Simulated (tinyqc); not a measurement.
Worked calculation: extended Hueckel theory, for CH4. One step of it, computed by the program tinyqc.

Problem. Mulliken analysis. P = C n C^T; charge = valence electrons (H 1, C 4) minus the sum of (P S)_ii on the atom; overlap population = 2 sum P_ij S_ij between two atoms.

coefficients:
```
,MO1,MO2,MO3,MO4,MO5,MO6,MO7,MO8
1C 2s,0.631972,0.000000,0.000000,0.000000,0.000000,0.000000,0.000000,1.713729
1C 2px,0.000000,-0.390149,0.217443,-0.312071,0.114158,1.098378,-0.385614,0.000000
1C 2py,0.000000,-0.286121,-0.462338,0.035561,1.159266,-0.071986,0.138148,0.000000
1C 2pz,0.000000,0.250609,-0.189336,-0.445234,-0.105994,0.395662,1.095620,0.000000
2H 1s,0.168172,-0.239639,-0.244464,-0.406328,-0.632619,-0.770597,-0.459606,-0.731227
3H 1s,0.168172,-0.199654,0.489297,0.054948,0.508896,-0.419804,0.877527,-0.731227
4H 1s,0.168172,-0.082522,-0.276111,0.446369,-0.623771,0.848614,0.309884,-0.731227
5H 1s,0.168172,0.521816,0.031279,-0.094988,0.747493,0.341787,-0.727804,-0.731227
```

occupations: 2.000000  2.000000  2.000000  2.000000  0.000000  0.000000  0.000000  0.000000

overlap S, lower triangle:
```
,1C 2s,1C 2px,1C 2py,1C 2pz,2H 1s,3H 1s,4H 1s,5H 1s
1C 2s,1.000000
1C 2px,0.000000,1.000000
1C 2py,0.000000,0.000000,1.000000
1C 2pz,0.000000,0.000000,0.000000,1.000000
2H 1s,0.509279,0.289529,0.289529,0.289529,1.000000
3H 1s,0.509279,0.289529,-0.289529,-0.289529,0.160510,1.000000
4H 1s,0.509279,-0.289529,0.289529,-0.289529,0.160510,0.160510,1.000000
5H 1s,0.509279,-0.289529,-0.289529,0.289529,0.160510,0.160510,0.160510,1.000000
```

Give: charges; Overlap populations.

Solution.

charges: 1C -0.1745, 2H 0.0436, 3H 0.0436, 4H 0.0436, 5H 0.0436

Overlap populations:
```
pair,value
2-1,0.797212
3-1,0.797212
3-2,-0.042256
4-1,0.797212
4-2,-0.042256
4-3,-0.042256
5-1,0.797212
5-2,-0.042256
5-3,-0.042256
5-4,-0.042256
```
